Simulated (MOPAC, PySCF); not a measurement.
Species: CHO, charge -1, multiplicity 1. SMILES: O=[CH-]
Geometry: optimised at B3LYP-D3(BJ)/def2-TZVP (Ansatz).

Unscaled harmonic wavenumbers (cm⁻¹) in rising order, each level at the stationary point that it reaches from this structure (no distance between atoms moves by over 0.3 Å); the order of modes can differ between levels, and a negative number is imaginary. B3LYP-D3(BJ)/def2-TZVP (PySCF, at the structure above): 1267, 1307, 1747.

PM3 (MOPAC): 1307, 1924, 2454. Zero-point energy 8.1 against 6.2 kcal/mol; where all levels lie over 400 cm⁻¹, the wavenumbers are on average 1.303 times those of B3LYP-D3(BJ)/def2-TZVP.

PM7 (MOPAC): 1261, 1723, 2340. Zero-point energy 7.6 against 6.2 kcal/mol; where all levels lie over 400 cm⁻¹, the wavenumbers are on average 1.217 times those of B3LYP-D3(BJ)/def2-TZVP.
